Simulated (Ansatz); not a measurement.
Several settings on one geometry of B₂H₆ (that of the charge 0 singlet, PBE-D4/def2-TZVP). Ansatz on 4 threads of Arm Neoverse V1 on a shared host; times are rough.

```xyz
8

B     0.4969   -0.6334    0.3507
H     1.3395   -1.1526   -0.3225
H     0.3132   -0.9547    1.4890
H     0.6537    0.6767    0.2964
B    -0.4969    0.6334   -0.3507
H    -1.3395    1.1526    0.3226
H    -0.3132    0.9547   -1.4890
H    -0.6536   -0.6767   -0.2965
```

Totals from different functionals, basis sets or treatments of relativity can't be compared as stabilities.

Correlated methods freeze no core orbitals.

Scalar relativity in a set contracted without it gives distorted totals.

Q: Give the basis size and estimate the energy, ⟨S²⟩, dipole and time of these runs.

```
run                           method  charge    state                                                                                                                          further keys
  1  UKS BLYP-D3(BJ)-ATM/def2-mTZVPP       0  singlet                                                                             scf: {omitted_lower_state_checks: [starts]}; forces asked
  2                RHF, ccsdt/STO-3G       0  singlet  pseudopotentials: {relativity: scalar}; electrons: all; diis_vectors: 2; accuracy: high; scf: {omitted_lower_state_checks: [starts]}
  3           RKS ωB97X-V/def2-mTZVP       0  singlet                                                                                         scf: {lower_state_search: full}; forces asked
  4         RKS PBE-D3(BJ)/def2-TZVP       0  singlet                                                                                                                                     –
```

A: 
```tsv
run	functions	energy (Eh)	⟨S²⟩	dipole (D)	wall time
1	68	-53.2489	0.00	0.00	0.6 s
2	16	-52.2964	–	–	0.3 s
3	56	-53.2698	–	0.00	1.4 s
4	98	-53.1901	–	–	0.45 s
```
